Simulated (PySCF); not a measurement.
A single Cl atom.

Basis set: cc-pV(T+d)Z (spherical functions). Left uncorrelated: 5 orbitals. Charge 1, multiplicity 1.

Starred EOM-CCSD(T)(a) on the restricted Hartree–Fock determinant with PySCF 2.14.0; the energies are vertical.

The solver was asked for the few lowest roots only. Give the electron affinities of singlet Cl(+) among them whose weight of singles is over 0.7 (positive where the electron binds).

```tsv
root	energy (eV)	weight of singles
1	14.51	0.97
```

Higher main lines weren't sought. Caution: the closed shell is not the ground state.
